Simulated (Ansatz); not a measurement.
Mulliken charges of H$_{3}$SSi (`[SiH2]S`) radical from B3LYP/def2-TZVPP in Ansatz (PBE0-D4/def2-TZVP geometry).

```tsv
atom	x (Å)	y (Å)	z (Å)	charge (e)
Si1	-0.096	-0.694	-0.309	0.199
S2	0.273	1.406	-0.295	-0.224
H3	-0.095	-1.257	1.073	-0.044
H4	-1.440	-0.843	-0.930	-0.044
H5	1.408	1.314	0.419	0.112
```

Task: By hand: the dipole of these point charges (1 e Å = 4.8032 D).

Result: Σ q r = (0.145, -0.213, 0.045) e Å, of length 0.262 e Å = 1.26 D.

Task: How does the dipole of the full density compare? (Estimate.)

Result: Computed: (0.125, -0.091, 0.091) e Å, 0.86 D; the point charges give 1.47 times that, at 28° from its direction.

Point charges leave out the atoms' own dipoles, such as those of lone pairs, and Mulliken's split depends on the basis, so the two needn't agree.

B3LYP here is the variant with VWN-RPA as its local correlation; programs differ in this.
